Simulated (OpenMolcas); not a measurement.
**The standard entropy of LiF (SMILES [Li][F]) from a frequency calculation**

A linear singlet with charge 0, relaxed at HF/cc-pVQZ (OpenMolcas 26.06):

```xyz
2

Li   -0.6619    0.2175   -0.3436
F     0.6619   -0.2175    0.3436
```

Harmonic wavenumbers in cm⁻¹: 946.

Masses in u: Li 6.94, F 18.998. Take T = 298.15 K, p = 1 bar, R = 8.3145 J/(mol K), kT/hc = 207.22 cm⁻¹, rigid rotor and harmonic oscillator.

Problem. Compute the standard molar entropy.

Solution. 
1. Translation (Sackur–Tetrode): S = R[3/2 ln M + 5/2 ln T − 1.1517] with M = 25.938 gives 149.5 J/(mol K).
2. Rotation: the moment of inertia is 12.270 u Å², so B = 16.8576/I = 1.3739 cm⁻¹; σ = 1; q = kT/(σhcB) = 150.8; S = R(ln q + 1) = 50.0.
3. Vibration: with u = ν̃/207.22, each mode gives R[u/(eᵘ − 1) − ln(1 − e⁻ᵘ)]; the sum is 0.5, most from 946 cm⁻¹ (0.5).
4. Electronic: R ln 1 = 0.0, from the spin multiplicity alone.
5. Sum: 149.5 + 50.0 + 0.5 + 0.0 = 200.0 J/(mol K).

No measured value is set beside it here.
